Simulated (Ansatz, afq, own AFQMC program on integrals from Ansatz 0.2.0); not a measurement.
AFQMC on a folder of integrals that Ansatz 0.2.0 wrote.

```yaml
crystal:
  periodic: [false, false, false]
  atoms:
    - {symbol: Al, position_ang: [0.000000, 0.000000, 0.008471]}
    - {symbol: O, position_ang: [0.000000, 0.000000, -1.585277]}
    - {symbol: H, position_ang: [0.000000, 0.000000, 1.576806]}
basis:
  gaussian: {orbitals: cc-pVDZ}
magnetization: {spin_polarized: false}
correlation: {method: ccsd_t, electrons: outside_noble_gas, hamiltonian_folder: ham}
```

```sh
$ ansatz run in.yaml --threads 1 --pin off --events-out ev --progress --plain --max-ram 1382MiB
```

Options of the walk:

```
--method phaseless --trial cisd --walkers 100 --populations 1 --least-time 40 --time-step 0.005 --steps-per-block 50 --equilibration-blocks 28 --max-blocks 300 --target-error 0.00038 --factor-cut 1e-05 --seed 4070 --release-times 0.24,0.51,0.99,1.62,2.4 --release-step 0.03 --release-every 4 --taylor-order 6
```

Times are imaginary, in 1/Eh. The walk had a cap of 512 s.

Log:

```
orbitals 31  electrons 5 5  factors 220 of 351
reference energy -317.31522506 Eh
CCSD correlation -0.26959280 Eh in 14 cycles, weight of the determinant in the CISD state 0.8764
energy of the start -317.584818 Eh
 block  time / (1/Eh)  mean weight  energy / Eh
     1     0.250  1.0018  -317.582204
     2     0.500  0.9965  -317.586993
     3     0.750  0.9993  -317.584447
     4     1.000  1.0006  -317.589044
     5     1.250  1.0010  -317.597587
     9     2.250  0.9986  -317.593085
    33     8.250  0.9999  -317.595026
    65    16.250  0.9994  -317.600205
    97    24.250  1.0004  -317.590040
   129    32.250  0.9992  -317.587674
   161    40.250  1.0007  -317.596139
   177    44.250  1.0028  -317.617714
   193    48.250  1.0019  -317.592312
   225    56.250  1.0004  -317.599909
   233    58.250  1.0009  -317.582929
   257    64.250  1.0011  -317.586767
   289    72.250  1.0000  -317.593526
   321    80.250  1.0001  -317.596408
blocks merged  error / Eh  count
     1  0.000490  300
     2  0.000569  150
     4  0.000686  75
     8  0.000722  37
    16  0.000755  18
    32  0.000455  9
released: time / (1/Eh)  energy / Eh  error  mean overlap
  0.24  -317.597269  0.000805  0.9951
  0.51  -317.597947  0.000765  0.9910
  0.99  -317.599023  0.000752  0.9959
  1.62  -317.599191  0.001077  0.9854
  2.40  -317.598996  0.001151  0.9809
energy -317.596578 +/- 0.000755 Eh
(rows thinned)
```

The run passed its tests (sampling time, drift between the halves within three errors, error under three times the target), which doesn't prove that it has relaxed.

Against this walk (error 20.6 meV) on the same determinant: CCSD(T) 12.3 meV higher (within the noise), CCSDT(Q) 65.9 meV lower. The error is statistical and leaves out the bias of the constraint. None of these is a sure reference here. Released to 2.40 1/Eh the energy moves by -66 ± 37 meV (both errors), within twice the noise.

Cautions: constraint bias not in the error; error above the target (20.6 against 10.3 meV); higher spins were not checked; strong correlation (T1 0.037, weight of the determinant 0.88, largest double 0.05); the bias of populations of 100 walkers isn't removed.

The walk took 3.5 min on 1 thread of Intel(R) Xeon(R) 6975P-C (Granite Rapids) (shared host). The log's last line is the phaseless energy.

CCSDT and higher add their correlation energy to the determinant of the CCSD(T) run, since their own runs factorise the integrals more tightly (a shift of under 2 meV). A walk keeps the symmetry of its determinant, which the program's search chose and which needn't be the lowest solution, so a lower state of the same spin and another symmetry isn't excluded.
